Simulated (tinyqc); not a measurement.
Inside a calculation (part 2 of 2). Method: LCCD on RHF in the sto-3g basis, for H3O+, spin multiplicity 1. Computed by tinyqc, a small Python program that keeps every step (integrals from PySCF). Command: `OMP_NUM_THREADS=1 python tinyqc.py 24899 24900 out.jsonl` (the two numbers bound the seeds that draw the settings). One thread of a shared host (Intel(R) Xeon(R) Processor @ 2.60GHz), about 0.2 s of CPU time with the checks.

Geometry (angstrom):
```
atom          x          y         z
O      0.000000   0.000000  0.069000
H      1.065000   0.000000  0.000000
H     -0.532000   0.922000  0.000000
H     -0.532000  -0.922000  0.000000
```

## Integrals over molecular orbitals

coefficients C:
```
              MO1        MO2        MO3        MO4        MO5        MO6        MO7        MO8
1O 1s    0.994166  -0.241473   0.000000  -0.000033  -0.013471  -0.158013  -0.000171   0.000000
1O 2s    0.026040   0.888289   0.000000   0.000196   0.066473   0.961076   0.001205   0.000000
1O 2px  -0.000002  -0.000086   0.000000   0.694459  -0.000037   0.000747  -0.894303   0.000000
1O 2py   0.000000   0.000000   0.694371   0.000000   0.000000   0.000000   0.000000   0.894647
1O 2pz  -0.000535  -0.022085   0.000000   0.000038   0.997043  -0.085857  -0.000104   0.000000
2H 1s   -0.004416   0.101295   0.000000   0.411828  -0.023978  -0.637041   0.915749   0.000000
3H 1s   -0.004421   0.101407   0.356592  -0.205840  -0.023963  -0.636129  -0.458804  -0.793797
4H 1s   -0.004421   0.101407  -0.356592  -0.205840  -0.023963  -0.636129  -0.458804   0.793797
```

core Hamiltonian H = T + V (hartree), lower triangle:
```
             1O 1s      1O 2s     1O 2px     1O 2py     1O 2pz      2H 1s      3H 1s      4H 1s
1O 1s   -33.103263
1O 2s    -7.703308  -9.722141
1O 2px    0.000007   0.000063  -7.975613
1O 2py    0.000000   0.000000   0.000000  -7.975814
1O 2pz    0.002424   0.029434  -0.000008   0.000000  -7.832079
2H 1s    -1.361932  -3.233163  -2.347559   0.000000   0.159391  -4.913184
3H 1s    -1.363631  -3.236043   1.174054  -2.034743   0.159575  -1.000991  -4.914898
4H 1s    -1.363631  -3.236043   1.174054   2.034743   0.159575  -1.000991  -1.001273  -4.914898
```

Given earlier and not repeated: Two-electron integrals (ij|kl) in chemists' order.

(pq|rs) = sum C_ip C_jq C_kr C_ls (ij|kl), one index at a time.

one-electron integrals over orbitals h = C^T H C (hartree), lower triangle:
```
            1          2          3          4          5          6          7          8
1  -33.085806
2    0.572762  -8.064807
3    0.000000   0.000000  -6.856108
4    0.000080  -0.000008   0.000000  -6.855737
5    0.029274  -0.045832   0.000000  -0.000062  -7.823667
6    0.356208  -1.392205   0.000000  -0.002112   0.151603  -4.831435
7    0.000387  -0.001581   0.000000   1.794359   0.000066   0.000425  -5.535344
8    0.000000   0.000000  -1.794323   0.000000   0.000000   0.000000   0.000000  -5.535811
```

Two-electron integrals over orbitals (pq|rs), unique and non-zero (hartree):
```
(11|11) 4.744816    (21|11) -0.431738   (21|21) 0.061966    (22|11) 1.025111
(22|21) -0.016145   (22|22) 0.717577    (31|31) 0.013626    (32|31) 0.020686
(32|32) 0.135591    (33|11) 0.845966    (33|21) -0.006473   (33|22) 0.645091
(33|33) 0.647051    (41|11) -0.000061   (41|21) 0.000007    (41|22) -0.000008
(41|33) -0.002343   (41|41) 0.013628    (42|11) 0.000012    (42|21) -4.26e-06
(42|22) -0.000041   (42|33) -0.034612   (42|41) 0.020686    (42|42) 0.135547
(43|31) -0.002340   (43|32) -0.034610   (43|43) 0.041716    (44|11) 0.845958
(44|21) -0.006475   (44|22) 0.645044    (44|33) 0.563548    (44|41) 0.002347
(44|42) 0.034652    (44|44) 0.647033    (51|11) -0.023767   (51|21) 0.002818
(51|22) -0.002658   (51|33) -0.000772   (51|41) 8.06e-07    (51|42) 2.69e-07
(51|44) -0.000772   (51|51) 0.026079    (52|11) 0.013717    (52|21) -0.001458
(52|22) -0.002953   (52|33) 0.001231    (52|41) 1.89e-07    (52|42) 1.01e-06
(52|44) 0.001231    (52|51) 0.033411    (52|52) 0.152361    (53|31) 0.000715
(53|32) 0.000375    (53|43) 0.001426    (53|53) 0.032043    (54|11) 0.000014
(54|21) -5.01e-07   (54|22) 0.000006    (54|33) 0.001431    (54|41) 0.000716
(54|42) 0.000375    (54|44) -0.001422   (54|51) 4.63e-06    (54|52) 0.000016
(54|54) 0.032042    (55|11) 1.113741    (55|21) -0.012100   (55|22) 0.756529
(55|33) 0.648554    (55|41) -1.59e-06   (55|42) 4.73e-06    (55|44) 0.648535
(55|51) 0.002870    (55|52) 0.019994    (55|54) 0.000011    (55|55) 0.879294
(61|11) -0.281565   (61|21) 0.040778    (61|22) -0.010582   (61|33) -0.004349
(61|41) 0.000019    (61|42) 0.000019    (61|44) -0.004345   (61|51) 0.000174
(61|52) -0.003035   (61|54) 1.76e-07    (61|55) -0.007764   (61|61) 0.026959
(62|11) 0.319943    (62|21) -0.010589   (62|22) 0.133602    (62|33) 0.091820
(62|41) 0.000013    (62|42) 0.000069    (62|44) 0.091833    (62|51) -0.003060
(62|52) -0.006280   (62|54) 4.86e-06    (62|55) 0.166251    (62|61) -0.006623
(62|62) 0.069274    (63|31) 0.006203    (63|32) -0.014538   (63|43) 0.028407
(63|53) 0.001973    (63|63) 0.058300    (64|11) 0.000426    (64|21) -0.000009
(64|22) 0.000219    (64|33) 0.028569    (64|41) 0.006204    (64|42) -0.014548
(64|44) -0.028266   (64|51) -8.49e-08   (64|52) 0.000008    (64|54) 0.001977
(64|55) 0.000239    (64|61) 8.31e-07    (64|62) 0.000114    (64|64) 0.058386
(65|11) -0.030651   (65|21) -0.000123   (65|22) -0.018493   (65|33) -0.010183
(65|41) 1.45e-06    (65|42) 0.000009    (65|44) -0.010176   (65|51) 0.018743
(65|52) 0.069397    (65|54) 0.000032    (65|55) -0.014755   (65|61) -0.001283
(65|62) -0.012577   (65|64) -0.000014   (65|65) 0.037812    (66|11) 0.609449
(66|21) -0.007130   (66|22) 0.489192    (66|33) 0.479728    (66|41) 0.000021
(66|42) 0.000170    (66|44) 0.479863    (66|51) -0.003622   (66|52) -0.013090
(66|54) -0.000007   (66|55) 0.489715    (66|61) -0.004343   (66|62) 0.032101
(66|64) -0.000046   (66|65) -0.009242   (66|66) 0.443520    (71|11) -0.000307
(71|21) 0.000047    (71|22) -4.90e-06   (71|33) 0.002296    (71|41) -0.015570
(71|42) -0.022445   (71|44) -0.002311   (71|51) 8.39e-07    (71|52) -2.31e-06
(71|54) -0.000824   (71|55) -0.000008   (71|61) 0.000014    (71|62) -0.000023
(71|64) -0.006756   (71|65) -2.27e-06   (71|66) -0.000030   (71|71) 0.017818
(72|11) 0.000375    (72|21) -0.000010   (72|22) 0.000163    (72|33) -0.009575
(72|41) -0.015239   (72|42) -0.054807   (72|44) 0.009764    (72|51) -2.46e-06
(72|52) -1.84e-06   (72|54) -0.003690   (72|55) 0.000188    (72|61) -0.000023
(72|62) 0.000035    (72|64) -0.036276   (72|65) -0.000014   (72|66) 0.000015
(72|71) 0.016666    (72|72) 0.055581    (73|31) -0.002578   (73|32) -0.037179
(73|43) 0.005886    (73|53) 0.001556    (73|63) 0.028263    (73|73) 0.033742
(74|11) -0.374825   (74|21) 0.007106    (74|22) -0.173833   (74|33) -0.133288
(74|41) 0.002590    (74|42) 0.037140    (74|44) -0.121576   (74|51) -0.000090
(74|52) -0.007749   (74|54) -0.001558   (74|55) -0.198325   (74|61) 0.004602
(74|62) -0.085276   (74|64) -0.028354   (74|65) 0.007833    (74|66) -0.035751
(74|71) -0.003071   (74|72) -0.000374   (74|74) 0.149244    (75|11) -0.000014
(75|21) -2.56e-07   (75|22) -0.000007   (75|33) 0.002812    (75|41) -0.001248
(75|42) -0.008022   (75|44) -0.002824   (75|51) 0.000020    (75|52) 0.000076
(75|54) -0.023270   (75|55) -2.55e-06   (75|61) -2.81e-06   (75|62) -0.000013
(75|64) 0.003812    (75|65) 0.000020    (75|66) -0.000019   (75|71) 0.001410
(75|72) 0.002497    (75|74) -0.003119   (75|75) 0.020986    (76|11) -0.000087
(76|21) 9.96e-07    (76|22) -2.18e-06   (76|33) 0.045869    (76|41) -0.012533
(76|42) -0.099867   (76|44) -0.045970   (76|51) -2.89e-06   (76|52) -0.000012
(76|54) 0.003700    (76|55) -0.000034   (76|61) -0.000013   (76|62) -0.000050
(76|64) 0.057400    (76|65) -0.000012   (76|66) -0.000225   (76|71) 0.013976
(76|72) 0.007844    (76|74) -0.051574   (76|75) 0.007128    (76|76) 0.127215
(77|11) 0.781124    (77|21) -0.008067   (77|22) 0.571774    (77|33) 0.509714
(77|41) 0.000452    (77|42) 0.029745    (77|44) 0.584961    (77|51) -0.000523
(77|52) 0.001168    (77|54) -0.002560   (77|55) 0.575291    (77|61) -0.005071
(77|62) 0.067893    (77|64) -0.044101   (77|65) -0.006380   (77|66) 0.467734
(77|71) -0.000461   (77|72) 0.019627    (77|74) -0.071652   (77|75) -0.003251
(77|76) -0.061576   (77|77) 0.568183    (81|31) 0.015574    (81|32) 0.022452
(81|43) -0.002298   (81|53) 0.000824    (81|63) 0.006758    (81|73) -0.003065
(81|81) 0.017828    (82|31) 0.015238    (82|32) 0.054785    (82|43) 0.009683
(82|53) 0.003690    (82|63) 0.036279    (82|73) -0.000207   (82|81) 0.016671
(82|82) 0.055584    (83|11) 0.374841    (83|21) -0.007108   (83|22) 0.173796
(83|33) 0.121563    (83|41) 0.002583    (83|42) 0.037154    (83|44) 0.133315
(83|51) 0.000090    (83|52) 0.007749    (83|54) -0.001549   (83|55) 0.198315
(83|61) -0.004598   (83|62) 0.085291    (83|64) -0.028124   (83|65) -0.007825
(83|66) 0.035925    (83|71) -0.003076   (83|72) -0.000152   (83|74) -0.083740
(83|75) -0.003127   (83|76) -0.051664   (83|77) 0.106260    (83|83) 0.149268
(84|31) 0.002587    (84|32) 0.037167    (84|43) -0.005854   (84|53) -0.001552
(84|63) -0.028198   (84|73) -0.031887   (84|81) 0.003075    (84|82) 0.000250
(84|84) 0.033684    (85|31) 0.001249    (85|32) 0.008024    (85|43) -0.002813
(85|53) 0.023271    (85|63) -0.003807   (85|73) -0.003127   (85|81) 0.001410
(85|82) 0.002497    (85|84) 0.003124    (85|85) 0.020991    (86|31) 0.012534
(86|32) 0.099857    (86|43) -0.045813   (86|53) -0.003694   (86|63) -0.057259
(86|73) -0.051663   (86|81) 0.013982    (86|82) 0.007865    (86|84) 0.051604
(86|85) 0.007122    (86|86) 0.127013    (87|31) 0.000491    (87|32) 0.030037
(87|43) -0.037731   (87|53) -0.002569   (87|63) -0.044318   (87|73) -0.017484
(87|81) 0.000498    (87|82) -0.019521   (87|84) 0.017433    (87|85) 0.003267
(87|86) 0.061782    (87|87) 0.048464    (88|11) 0.781313    (88|21) -0.008071
(88|22) 0.571877    (88|33) 0.585101    (88|41) -0.000478   (88|42) -0.029920
(88|44) 0.509667    (88|51) -0.000523   (88|52) 0.001171    (88|54) 0.002571
(88|55) 0.575383    (88|61) -0.005075   (88|62) 0.067932    (88|64) 0.044400
(88|65) -0.006391   (88|66) 0.467550    (88|71) 0.000477    (88|72) -0.019453
(88|74) -0.106359   (88|75) 0.003258    (88|76) 0.061724    (88|77) 0.471796
(88|83) 0.071596    (88|88) 0.568465
```

## LCCD: starting amplitudes

orbital energies (hartree): MO1 -20.794739, MO2 -1.689144, MO3 -1.025715, MO4 -1.025469, MO5 -0.852182, MO6 0.013733, MO7 0.233010, MO8 0.233517

t_ij^ab = <ij||ab> / (e_i + e_j - e_a - e_b), whose energy is MP2.

Starting amplitudes (spin orbitals 1a, 1b, ...; amplitudes related by a flip of all spins are not repeated; the 24 largest):
```
from      to          t
4a 4b  7a 7b  -0.059296
3a 3b  8a 8b  -0.059269
3a 4b  7b 8a  -0.033260
2a 4b  6a 7b   0.028796
2a 3b  6a 8b  -0.028794
4a 4b  6a 6b  -0.028092
3a 3b  6a 6b  -0.028044
5a 5b  6a 6b  -0.021833
3a 4a  7a 8a  -0.020595
2a 2b  6a 6b  -0.020340
2a 3a  6a 8a  -0.016546
2a 4a  6a 7a   0.016546
2a 2b  7a 7b  -0.014458
2a 2b  8a 8b  -0.014455
3a 3b  7a 7b  -0.013403
4a 4b  8a 8b  -0.013377
3a 4b  7a 8b   0.012665
4a 4b  6a 7b   0.012340
3a 3b  6a 7b  -0.012298
3a 4b  6a 8b   0.012268
2a 4b  6b 7a  -0.012250
2a 3b  6b 8a   0.012248
3a 4b  6b 8a  -0.012236
5a 5b  7a 7b  -0.009669
```

correlation energy = -0.05271718 hartree

## LCCD: amplitude update 1

t_ij^ab D_ij^ab are set to the remaining terms of the spin-orbital equations, evaluated with the old amplitudes; for the doubles these are <ij||ab> + 1/2 <ab||ef> t_ij^ef + 1/2 <mn||ij> t_mn^ab + P(ij)P(ab) <mb||ej> t_im^ae, D the orbital-energy denominators (linear CCD).

Amplitudes after update 1 (spin orbitals 1a, 1b, ...; amplitudes related by a flip of all spins are not repeated; the 24 largest):
```
from      to          t
4a 4b  7a 7b  -0.073918
3a 3b  8a 8b  -0.073880
3a 4b  7b 8a  -0.038764
4a 4b  6a 6b  -0.036658
3a 3b  6a 6b  -0.036590
2a 4b  6a 7b   0.034642
2a 3b  6a 8b  -0.034638
5a 5b  6a 6b  -0.024789
2a 2b  6a 6b  -0.020264
3a 4b  7a 8b   0.019430
3a 4a  7a 8a  -0.019334
2a 4b  6b 7a  -0.018210
2a 3b  6b 8a   0.018204
4a 4b  6a 7b   0.017100
3a 3b  6a 7b  -0.017049
3a 4b  6a 8b   0.017004
3a 4b  6b 8a  -0.016973
2a 3a  6a 8a  -0.016434
2a 4a  6a 7a   0.016432
2a 2b  7a 7b  -0.016201
2a 2b  8a 8b  -0.016199
3a 3b  7a 7b  -0.015768
4a 4b  8a 8b  -0.015733
5a 5b  7a 7b  -0.009683
```

correlation energy = -0.06373508 hartree

## LCCD: amplitude update 2

As before.

Amplitudes after update 2 (spin orbitals 1a, 1b, ...; amplitudes related by a flip of all spins are not repeated; the 24 largest):
```
from      to          t
4a 4b  7a 7b  -0.078771
3a 3b  8a 8b  -0.078728
3a 4b  7b 8a  -0.040004
4a 4b  6a 6b  -0.039848
3a 3b  6a 6b  -0.039772
2a 4b  6a 7b   0.036059
2a 3b  6a 8b  -0.036055
5a 5b  6a 6b  -0.025495
3a 4b  7a 8b   0.022678
2a 4b  6b 7a  -0.020478
2a 3b  6b 8a   0.020470
2a 2b  6a 6b  -0.020126
4a 4b  6a 7b   0.018772
3a 3b  6a 7b  -0.018719
3a 4b  6a 8b   0.018667
3a 4b  6b 8a  -0.018638
3a 4a  7a 8a  -0.017326
2a 2b  7a 7b  -0.016542
2a 2b  8a 8b  -0.016541
3a 3b  7a 7b  -0.016136
4a 4b  8a 8b  -0.016097
2a 3a  6a 8a  -0.015585
2a 4a  6a 7a   0.015582
5a 5b  7a 7b  -0.009146
```

correlation energy = -0.06686230 hartree

## LCCD: amplitude update 3

As before.

Amplitudes after update 3 (spin orbitals 1a, 1b, ...; amplitudes related by a flip of all spins are not repeated; the 24 largest):
```
from      to          t
4a 4b  7a 7b  -0.080632
3a 3b  8a 8b  -0.080587
4a 4b  6a 6b  -0.041005
3a 3b  6a 6b  -0.040926
3a 4b  7b 8a  -0.040400
2a 4b  6a 7b   0.036500
2a 3b  6a 8b  -0.036496
5a 5b  6a 6b  -0.025721
3a 4b  7a 8b   0.024179
2a 4b  6b 7a  -0.021367
2a 3b  6b 8a   0.021358
2a 2b  6a 6b  -0.020167
4a 4b  6a 7b   0.019329
3a 3b  6a 7b  -0.019275
3a 4b  6a 8b   0.019220
3a 4b  6b 8a  -0.019193
2a 2b  8a 8b  -0.016618
2a 2b  7a 7b  -0.016617
3a 4a  7a 8a  -0.016222
3a 3b  7a 7b  -0.016101
4a 4b  8a 8b  -0.016060
2a 3a  6a 8a  -0.015138
2a 4a  6a 7a   0.015133
5a 5b  7a 7b  -0.008815
```

correlation energy = -0.06792867 hartree

## LCCD: convergence

E_corr = 1/4 sum <ij||ab> t_ij^ab; stop when the norm of the change is below 1e-8.

Course of the amplitude iterations:
```
update  correlation energy (hartree)  norm of the change
0                        -0.05271718                   -
1                        -0.06373508            7.02e-02
2                        -0.06686230            2.52e-02
3                        -0.06792867            1.00e-02
4                        -0.06832814            4.13e-03
5                        -0.06848489            1.77e-03
6                        -0.06854807            7.79e-04
7                        -0.06857404            3.54e-04
8                        -0.06858490            1.65e-04
9                        -0.06858951            7.79e-05
10                       -0.06859150            3.74e-05
11                       -0.06859238            1.81e-05
12                       -0.06859277            8.79e-06
13                       -0.06859294            4.29e-06
14                       -0.06859302            2.10e-06
15                       -0.06859306            1.03e-06
16                       -0.06859308            5.04e-07
17                       -0.06859309            2.48e-07
18                       -0.06859309            1.22e-07
19                       -0.06859309            5.97e-08
20                       -0.06859309            2.93e-08
21                       -0.06859309            1.44e-08
22                       -0.06859309            7.07e-09
```

Converged amplitudes (spin orbitals 1a, 1b, ...; amplitudes related by a flip of all spins are not repeated; the 24 largest):
```
from      to          t
4a 4b  7a 7b  -0.082006
3a 3b  8a 8b  -0.081957
4a 4b  6a 6b  -0.041590
3a 3b  6a 6b  -0.041511
3a 4b  7b 8a  -0.040697
2a 4b  6a 7b   0.036765
2a 3b  6a 8b  -0.036761
5a 5b  6a 6b  -0.025873
3a 4b  7a 8b   0.025452
2a 4b  6b 7a  -0.021996
2a 3b  6b 8a   0.021986
2a 2b  6a 6b  -0.020313
4a 4b  6a 7b   0.019542
3a 3b  6a 7b  -0.019487
3a 4b  6a 8b   0.019429
3a 4b  6b 8a  -0.019404
2a 2b  8a 8b  -0.016636
2a 2b  7a 7b  -0.016635
3a 3b  7a 7b  -0.015903
4a 4b  8a 8b  -0.015863
3a 4a  7a 8a  -0.015245
2a 3a  6a 8a  -0.014775
2a 4a  6a 7a   0.014769
5a 5b  8a 8b  -0.008523
```

LCCD total energy = -75.37700073 hartree

Converged in 22 updates.
